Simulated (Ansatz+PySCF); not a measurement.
Two shapes of singlet CH₂S.

Shape 1:

```xyz
4

C     0.0000    0.0000   -1.0216
S     0.0000    0.0000    0.5847
H     0.0000   -0.9297   -1.6128
H     0.0000    0.9297   -1.6128
```

Shape 2:

```xyz
4

C     0.0000    0.0000   -1.1034
S     0.0000    0.0000    0.6315
H     0.0000   -1.0041   -1.7418
H     0.0000    1.0041   -1.7418
```

Basis set: def2-SVP (spherical functions). Left uncorrelated: 6 orbitals. Charge 0, multiplicity 1.

Computed with Ansatz (development build ahead of 0.2.0); each method stands on the lowest determinant of its kind that the runs found.

(1) Which shape is lower in energy, and by how much in each method?

## Answers

(1)

```json
{"method": "UHF", "E(2) − E(1) (eV)": "0.489"}
{"method": "RHF-MP2", "E(2) − E(1) (eV)": "0.523"}
{"method": "UHF-MP2", "E(2) − E(1) (eV)": "0.736"}
{"method": "UHF-CCSD", "E(2) − E(1) (eV)": "0.530"}
{"method": "UHF-CCSD(T)", "E(2) − E(1) (eV)": "0.488"}
```

Shape 1 is lower. Caution for UHF, UHF-MP2, UHF-CCSD, UHF-CCSD(T): the unrestricted determinant is spin contaminated. Caution for RHF-MP2: an unrestricted determinant lies well below. Caution for UHF-MP2, UHF-CCSD(T): another reference gives a lower total. Caution for UHF-MP2, UHF-CCSD, UHF-CCSD(T): a plain start can end on a higher determinant.
